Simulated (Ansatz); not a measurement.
Ideal-gas functions of `N=C1OCO1` at 600 K and 1 bar, from an Ansatz frequency run at PBE0-D4/def2-TZVP.

Molar mass 73.05 g/mol, point group Cs (symmetry number 1), electronic degeneracy 1, moments of inertia 35.343, 89.553, 121.554 u Å². Harmonic wavenumbers (cm⁻¹, unscaled): 244, 485, 717, 747, 823, 952, 987, 1050, 1114, 1123, 1154, 1208, 1417, 1538, 1888, 3072, 3142, 3591.

Use S(trans) = R[1.5 ln M + 2.5 ln T − 1.1517]; rotational temperatures θ = 24.2544 K / I; S(rot) = R[ln(√π/σ · √(T³/θAθBθC)) + 1.5]; for each mode x = 1.438777 ν̃/T, S = R[x/(eˣ − 1) − ln(1 − e⁻ˣ)] and H = RT x/(eˣ − 1); 1 cm⁻¹ = 0.0119627 kJ/mol; R = 8.31446 J/(mol·K).

Problem. By hand: the entropy, in J/(mol·K).

Solution. Translation 176.9. Rotation: θ = 0.6863, 0.2708, 0.1995 K, giving 110.7. Vibration, mode by mode: 12.89, 7.51, 4.76, 4.50, 3.89, 3.05, 2.86, 2.54, 2.25, 2.21, 2.08, 1.88, 1.26, 1.00, 0.50, 0.04, 0.04, 0.01, in all 53.3. Electronic 0.0. Sum 340.9 J/(mol·K).

Problem. By hand: H − E and G − E in kJ/mol, counted from the electronic energy.

Solution. Zero-point energy ½ × 25252 × 0.0119627 = 151.0; thermal vibration 20.3; translation, rotation and pV give 4 RT = 20.0. H − E = 191.3 kJ/mol, and G − E = 191.3 − 600 × 340.9/1000 = -13.2 kJ/mol.

Vibration gives 16 % of the entropy. The sum counts one conformer and one mirror image; others add a mixing term.
